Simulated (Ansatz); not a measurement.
The input, for Ansatz 0.2.0:

```yaml
crystal:
  periodic: [false, false, false]
  atoms:
    - {symbol: H, position_ang: [-2.157319, 0.000000, 0.000000]}
    - {symbol: H, position_ang: [-1.464319, 0.000000, 0.000000]}
    - {symbol: C, position_ang: [0.200681, 0.000000, 0.000000]}
    - {symbol: H, position_ang: [0.615149, 0.000000, 0.996161]}
    - {symbol: H, position_ang: [0.615150, 0.000000, -0.996161]}
basis:
  gaussian: {orbitals: 6-31G}
magnetization: {spin_polarized: false, initial_magnetization: 2}
correlation: {method: ccsdtq, electrons: outside_noble_gas}
```

```sh
$ ansatz run in.yaml --threads 1 --pin off --events-out ev --progress --plain --max-ram 2393MiB
```

Log:

```
383 factors; integrals over basis functions are off by at most 7.0e-8 eV
mean field evaluation 1: about -1087.8906 eV, gradient 1.0e1 eV
mean field evaluation 2: about -1087.8883 eV, gradient 1.0e1 eV
mean field evaluation 4: about -1088.7037 eV, gradient 8.3e-1 eV
mean field evaluation 8: about -1088.7094 eV, gradient 1.5e-5 eV
mean field evaluation 16: about -1088.7089 eV, gradient 2.5e-1 eV
mean field -1088.70944698 eV, -40.0093342227 hartree, gradient 7.1e-7 eV, S^2 2.000000; 0 other end points of the search recorded, 0 dependent functions left out
1 core orbitals not correlated: weight in the atoms' cores, before any rotation towards them, 1.000 or more for the frozen orbitals, at most 0.000 for the correlated occupied ones
reference -1088.70944698 eV, -40.0093342227 hartree; 5, 3 occupied and 11, 13 virtual orbitals, 383 factors
second order -2.00332805 eV of doubles, -0.08125322 eV of singles
cycle   1  -2.51974976 eV  change   -4.3e-1 eV  update   4.9e-2
cycle   2  -2.74658599 eV  change   -2.3e-1 eV  update   2.2e-2
cycle   3  -2.75856812 eV  change   -1.2e-2 eV  update   7.4e-3
cycle   4  -2.76109216 eV  change   -2.5e-3 eV  update   3.4e-3
cycle   5  -2.76248275 eV  change   -1.4e-3 eV  update   1.3e-3
cycle   6  -2.76260502 eV  change   -1.2e-4 eV  update   3.2e-4
cycle   7  -2.76272084 eV  change   -1.2e-4 eV  update   1.1e-4
cycle   8  -2.76274817 eV  change   -2.7e-5 eV  update   3.9e-5
cycle   9  -2.76273299 eV  change    1.5e-5 eV  update   1.5e-5
cycle  10  -2.76273279 eV  change    2.0e-7 eV  update   6.2e-6
cycle  11  -2.76273222 eV  change    5.8e-7 eV  update   2.4e-6
cycle  12  -2.76273206 eV  change    1.6e-7 eV  update   9.1e-7
Total energy: -1091.47217904 eV, -40.1108627532 hartree
```

For the same geometry and basis full CI lies 0.1 meV higher.

Ran on 1 thread of AMD EPYC 9R45, shared host: 9 s wall, 0.23 GiB peak host memory.
